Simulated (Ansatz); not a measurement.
A calculation with Ansatz (development build ahead of 0.2.0).

```yaml
crystal:
  periodic: [false, false, false]
  atoms:
    - { symbol: C, position_ang: [-0.27875, 0.16932, -0.18172] }
    - { symbol: H, position_ang: [0.46204, 0.62423, -0.79775] }
    - { symbol: H, position_ang: [-0.46912, -0.87681, -0.4043] }
    - { symbol: H, position_ang: [-0.28856, 0.46902, 0.89675] }
    - { symbol: H, position_ang: [3.35731, -2.18413, 2.49082] }
basis:
  gaussian: { orbitals: def2-SVP }
total_charge: 1
magnetization:
  spin_polarized: true
  initial_magnetization: 1
hamiltonian:
  xc: hf
output:
  forces: true
```

The input is written out in the form of the current development build from the run's settings.

Output:

* Converged: yes
* Total energy: -39.68257 hartree
* Spin squared of the determinant: 0.750
* Stability test: minimum

Forces (eV/Å):
```tsv
atom	Fx	Fy	Fz
C1	2.908	-1.906	2.859
H2	-0.311	1.332	-1.214
H3	-1.391	0.161	-0.471
H4	-1.205	0.413	-1.174
H5	-0.001	0.001	-0.001
```
